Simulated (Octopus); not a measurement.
# SiHF (SMILES F[SiH]): a chain of runs, part 1 of 2

Wanted: energy and gradient (PZ81 LDA), then the polarisability (PZ81 LDA) of SiHF. 

The calculation is run with Octopus 16.4.

6 further runs of the same task are left out: 6 set aside as unsound or not needed.

## (1) The system as given

SiHF: 3 atoms, total charge 0, spin state singlet. SMILES: `F[SiH]`. The coordinates come from a PBE0-D4/def2-TZVP relaxation.

Bond lengths: F1–Si2 1.612 Å, Si2–H3 1.541 Å. Angles: F1–Si2–H3 96.3°.

## (2) Energy and gradient at PZ81 LDA (scalar, in the pseudopotentials, pseudodojo_pbe potentials, box margin 6.00002 angstrom, extra states 0, grid spacing 0.150022 angstrom, mix field default) (run 1)

geometry.xyz

```xyz
3

F     -1.086533     0.046000    -0.597900
Si     0.190467     0.651000     0.178200
H      0.896067    -0.697000     0.419700
```

Command:

```console
$ OMP_NUM_THREADS=1 octopus > gs.log
```

The log of the run:

```text
Version                : 16.4
************************** Calculation Mode **************************
Input: [CalculationMode = gs]
Input: [SpinComponents = unpolarized]
******************************* Space ********************************
Octopus will run in 3 dimension(s).
Octopus will treat the system as periodic in 0 dimension(s).
Input: [AllElectronType = no]
Input: [PseudopotentialSet = pseudodojo_pbe]
Reading Coordinates from geometry.xyz
****************************** Species *******************************
  Species 'F'
    type             : pseudopotential
    file format      : UPF2
    valence charge   : 7.0
    atomic number    :   9
    form on file     : kleinman-bylander
    lmax             : 2
    llocal           : -1
    projectors per l : 2
    total projectors : 6
    application form : kleinman-bylander
    orbitals         :  4
    bound orbitals   :  4
  Species 'Si'
    type             : pseudopotential
    file format      : UPF2
    valence charge   : 4.0
    atomic number    :  14
    form on file     : kleinman-bylander
    lmax             : 2
    llocal           : -1
    projectors per l : 2
    total projectors : 6
    application form : kleinman-bylander
    orbitals         :  4
    bound orbitals   :  4
  Species 'H'
    type             : pseudopotential
    file format      : UPF2
    valence charge   : 1.0
    atomic number    :   1
    form on file     : kleinman-bylander
    lmax             : 1
    llocal           : -1
    projectors per l : 2
    total projectors : 4
    application form : kleinman-bylander
    orbitals         :  1
    bound orbitals   :  1
***************************** Symmetries *****************************
Symmetry elements : (sigma)
Symmetry group    : Cs
Input: [CurvMethod = curv_affine]
Input: [DerivativesStencil = stencil_star]
Input: [SmearingFunction = semiconducting]
Input: [SymmetrizeDensity = no]
******************************* States *******************************
Total electronic charge  =       12.000
Number of states         =        6
States block-size        =        4
************************** Parallelization ***************************
Info: Octopus will run in *serial*
******************************** Grid ********************************
Simulation Box:
  Type = minimum
  Radius  [A] =   6.000
Main mesh:
  Spacing [A] = ( 0.150, 0.150, 0.150)    volume/point [A^3] =      0.00338
  # inner mesh =     363601
  # total mesh =     455600
  Grid Cutoff [eV] =  1670.760704    Grid Cutoff [Ry] =   122.798658
Input: [StatesPack = yes]
** Warning:
**   The XCFunctional that you selected does not match the one used
**   to generate the pseudopotentials.
Input: [StatesOrthogonalization = cholesky_serial]
**************************** Theory Level ****************************
Input: [TheoryLevel = kohn_sham]
Exchange-correlation:
  Exchange
    Slater exchange (LDA)
  Correlation
    Perdew & Zunger (Modified) (LDA)
****************************** Hartree *******************************
Input: [DressedOrbitals = no]
The chosen Poisson solver is 'interpolating scaling functions'
Input: [FilterPotentials = filter_TS]
Info: Pseudopotential for F
  Radii for localized parts:
    local part     =  1.2 A
    non-local part =  1.2 A
    orbitals       =  3.5 A
Info: Pseudopotential for Si
  Radii for localized parts:
    local part     =  1.2 A
    non-local part =  1.5 A
    orbitals       =  5.8 A
Info: Pseudopotential for H
  Radii for localized parts:
    local part     =  1.0 A
    non-local part =  0.8 A
    orbitals       =  4.6 A
Input: [RelativisticCorrection = non_relativistic]
Input: [DFTULevel = dft_u_none]
Input: [MagneticConstrain = 0]
****************** Approximate memory requirements *******************
Mesh
  global  :       3.5 MiB
  local   :      13.9 MiB
  total   :      17.4 MiB
States
  real    :      20.9 MiB (par_kpoints + par_states + par_domains)
  complex :      41.7 MiB (par_kpoints + par_states + par_domains)
Info: Generating external potential
      done.
Input: [InteractionTiming = timing_exact]
Info: Octopus initialization completed.
Info: Starting calculation mode.
Info: Allocating ground state wave-functions
      Block       1 contains       4 states:       1 -       4
      Block       2 contains       2 states:       5 -       6
Info: Ground-state allocation done.
Info: Could not find 'restart/gs' directory for restart.
Info: No restart information will be read.
** Warning:
**   Unable to read wavefunctions.
**   Starting from scratch!
**************************** Eigensolver *****************************
Input: [Eigensolver = cg]
Input: [Preconditioner = pre_filter]
Input: [PreconditionerFilterFactor = 0.5000]
Input: [SubspaceDiagonalization = standard]
Input: [MixField = potential] (what to mix during SCF cycles)
Input: [MixingScheme = broyden]
Info: Mixing uses    4 steps and restarts after   20 steps.
Input: [LCAOStart = lcao_states]
Input: [LCAOScaleFactor = 1.000]
Input: [LCAOMaximumOrbitalRadius = 10.58 A]
Info: Double-precision storage for     3 extra orbitals will be allocated.
Info: Unnormalized total charge =     11.999510
Info: Renormalized total charge =     12.000000
Info: Setting up Hamiltonian.
Info: Performing initial LCAO calculation with      9 orbitals.
Info: Getting Hamiltonian matrix elements.
Eigenvalues [eV]
 #st  Spin   Eigenvalue      Occupation
   1   --   -32.585616       2.000000
   2   --   -15.360251       2.000000
   3   --   -13.288104       2.000000
   4   --   -13.168303       2.000000
   5   --   -11.334662       2.000000
   6   --    -6.719748       2.000000
Info: Ground-state restart information will be written to 'restart/gs'.
Info: SCF using real wavefunctions.
Info: Starting SCF iteration.
*********************** SCF CYCLE ITER #    1 ************************
 etot  = -8.47945106E+02 abs_ev   =  3.13E+00 rel_ev   =  1.66E-02
 ediff =        3.12E+01 abs_dens =  1.90E+00 rel_dens =  1.59E-01
Converged eigenvectors: 0
#  State  Eigenvalue [eV]  Occupation    Error
      1      -32.707769    2.000000   ( 2.8E-02)
      2      -15.670868    2.000000   ( 6.2E-02)
      3      -13.519252    2.000000   ( 4.6E-02)
      4      -13.337977    2.000000   ( 4.0E-02)
      5      -11.815054    2.000000   ( 5.8E-02)
      6       -6.969796    2.000000   ( 4.0E-02)
                                                                     ^
*********************** SCF CYCLE ITER #    2 ************************
 etot  = -8.13798382E+02 abs_ev   =  1.51E+01 rel_ev   =  8.75E-02
 ediff =        1.25E+00 abs_dens =  5.40E-01 rel_dens =  4.50E-02
Converged eigenvectors: 0
#  State  Eigenvalue [eV]  Occupation    Error
      1      -30.847293    2.000000   ( 1.2E-02)
      2      -14.378393    2.000000   ( 2.1E-02)
      3      -11.977261    2.000000   ( 2.1E-02)
      4      -11.689383    2.000000   ( 1.3E-02)
      5      -10.881013    2.000000   ( 1.4E-02)
      6       -6.683217    2.000000   ( 8.6E-03)
                                                                     ^
[eigenvalue tables of the cycles between left out]
*********************** SCF CYCLE ITER #    3 ************************
 etot  = -8.00611988E+02 abs_ev   =  6.52E+00 rel_ev   =  3.92E-02
 ediff =        4.85E-01 abs_dens =  1.84E-01 rel_dens =  1.53E-02
*********************** SCF CYCLE ITER #    4 ************************
 etot  = -7.99643297E+02 abs_ev   =  2.13E+00 rel_ev   =  1.30E-02
 ediff =        3.56E-02 abs_dens =  1.04E-01 rel_dens =  8.70E-03
*********************** SCF CYCLE ITER #    5 ************************
 etot  = -7.96209358E+02 abs_ev   =  1.84E+00 rel_ev   =  1.13E-02
 ediff =        1.26E-01 abs_dens =  4.75E-02 rel_dens =  3.96E-03
*********************** SCF CYCLE ITER #    6 ************************
 etot  = -7.96832285E+02 abs_ev   =  5.89E-01 rel_ev   =  3.62E-03
 ediff =        2.29E-02 abs_dens =  1.72E-02 rel_dens =  1.43E-03
*********************** SCF CYCLE ITER #    7 ************************
 etot  = -7.97395160E+02 abs_ev   =  1.52E-01 rel_ev   =  9.32E-04
 ediff =        2.07E-02 abs_dens =  1.03E-02 rel_dens =  8.59E-04
*********************** SCF CYCLE ITER #    8 ************************
 etot  = -7.97276261E+02 abs_ev   =  4.64E-02 rel_ev   =  2.84E-04
 ediff =        4.37E-03 abs_dens =  3.67E-03 rel_dens =  3.06E-04
*********************** SCF CYCLE ITER #    9 ************************
 etot  = -7.97313321E+02 abs_ev   =  2.57E-02 rel_ev   =  1.57E-04
 ediff =        1.36E-03 abs_dens =  1.74E-03 rel_dens =  1.45E-04
*********************** SCF CYCLE ITER #   10 ************************
 etot  = -7.97283624E+02 abs_ev   =  1.87E-02 rel_ev   =  1.15E-04
 ediff =        1.09E-03 abs_dens =  6.51E-04 rel_dens =  5.43E-05
*********************** SCF CYCLE ITER #   11 ************************
 etot  = -7.97281437E+02 abs_ev   =  7.48E-05 rel_ev   =  4.58E-07
 ediff =        8.04E-05 abs_dens =  1.78E-04 rel_dens =  1.49E-05
*********************** SCF CYCLE ITER #   12 ************************
 etot  = -7.97290316E+02 abs_ev   =  3.31E-03 rel_ev   =  2.03E-05
 ediff =        3.26E-04 abs_dens =  1.98E-04 rel_dens =  1.65E-05
*********************** SCF CYCLE ITER #   13 ************************
 etot  = -7.97285310E+02 abs_ev   =  2.18E-03 rel_ev   =  1.34E-05
 ediff =        1.84E-04 abs_dens =  5.88E-05 rel_dens =  4.90E-06
*********************** SCF CYCLE ITER #   14 ************************
 etot  = -7.97284553E+02 abs_ev   =  1.45E-04 rel_ev   =  8.92E-07
 ediff =        2.78E-05 abs_dens =  3.76E-05 rel_dens =  3.13E-06
*********************** SCF CYCLE ITER #   15 ************************
 etot  = -7.97285197E+02 abs_ev   =  3.70E-04 rel_ev   =  2.27E-06
 ediff =        2.36E-05 abs_dens =  1.30E-05 rel_dens =  1.08E-06
*********************** SCF CYCLE ITER #   16 ************************
 etot  = -7.97285174E+02 abs_ev   =  1.73E-05 rel_ev   =  1.06E-07
 ediff =        8.33E-07 abs_dens =  3.66E-06 rel_dens =  3.05E-07
*********************** SCF CYCLE ITER #   17 ************************
 etot  = -7.97284894E+02 abs_ev   =  1.52E-04 rel_ev   =  9.31E-07
 ediff =        1.03E-05 abs_dens =  5.07E-06 rel_dens =  4.22E-07
*********************** SCF CYCLE ITER #   18 ************************
 etot  = -7.97284999E+02 abs_ev   =  4.35E-05 rel_ev   =  2.67E-07
 ediff =        3.83E-06 abs_dens =  2.31E-06 rel_dens =  1.92E-07
*********************** SCF CYCLE ITER #   19 ************************
 etot  = -7.97284967E+02 abs_ev   =  1.26E-05 rel_ev   =  7.72E-08
 ediff =        1.14E-06 abs_dens =  7.54E-07 rel_dens =  6.28E-08
Converged eigenvectors: 0
#  State  Eigenvalue [eV]  Occupation    Error
      1      -30.027316    2.000000   ( 8.2E-08)
      2      -13.566573    2.000000   ( 3.3E-07)
      3      -11.055849    2.000000   ( 4.6E-07)
      4      -11.039868    2.000000   ( 2.3E-07)
      5       -9.960150    2.000000   ( 4.0E-07)
      6       -5.912254    2.000000   ( 2.7E-07)
                                                                     ^
*********************** SCF CYCLE ITER #   20 ************************
 etot  = -7.97284981E+02 abs_ev   =  6.22E-06 rel_ev   =  3.81E-08
 ediff =        5.04E-07 abs_dens =  4.26E-07 rel_dens =  3.55E-08
Converged eigenvectors: 0
#  State  Eigenvalue [eV]  Occupation    Error
      1      -30.027316    2.000000   ( 7.0E-08)
      2      -13.566574    2.000000   ( 2.0E-07)
      3      -11.055850    2.000000   ( 2.5E-07)
      4      -11.039868    2.000000   ( 2.8E-08)
      5       -9.960151    2.000000   ( 2.0E-07)
      6       -5.912255    2.000000   ( 1.7E-07)
                                                                     ^
Info: SCF converged in   20 iterations
** Warning:
**   Some of the states are not fully converged!
Info: Number of matrix-vector products:       2112
Octopus emitted 3 warnings.
```

It took 28 s on 1 thread of Intel Xeon 6975P-C (Granite Rapids), shared host; peak memory 0.28 GiB.

(Continued in part 2 of 2.)
